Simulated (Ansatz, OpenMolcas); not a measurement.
How methods differ on LiH (SMILES [LiH])

LiH: 2 atoms, total charge 0, spin state singlet. As SMILES, `[LiH]`. Geometry: the measured bond length.

```xyz
2

Li    0.0000    0.0000    0.0000
H     0.0000    0.0000    1.5957
```

Each level gives the electronic atomisation energy (eV). The values are calculated. Electronic energies at fixed atoms, without zero-point motion or spin-orbit coupling.

```
          level                    kind     program  value (eV)  CPU time (all runs)
    PBE/cc-pVTZ                     GGA  OpenMolcas        2.31                9.4 s
 M06-2X/cc-pVTZ         hybrid meta-GGA  OpenMolcas       67.57                 42 s
   PBE0/cc-pVTZ           global hybrid  OpenMolcas        2.28                9.2 s
r2SCAN0/cc-pVTZ         hybrid meta-GGA      Ansatz        2.38                3.5 s
  wB97X/cc-pVTZ  range-separated hybrid      Ansatz        2.50                7.8 s
 B2PLYP/cc-pVTZ           double hybrid      Ansatz        2.46                2.4 s
RPA@PBE/cc-pVTZ                     RPA      Ansatz        2.29                  2 s
BCCD(T)/cc-pVTZ   coupled cluster or CI      Ansatz        2.47               0.96 s
      FCI/3-21G      exact in the basis      Ansatz        1.92                1.3 s
```

The values span 1.92 to 67.57 eV. Spin contamination of the reference (⟨S²⟩ at least 0.1 too high) touches M06-2X/cc-pVTZ. High-level rows in very small sets aren't better than simpler rows in larger ones. Times are those of the runs behind each value, whatever else they computed, on shared processors of several kinds: orders of magnitude only.
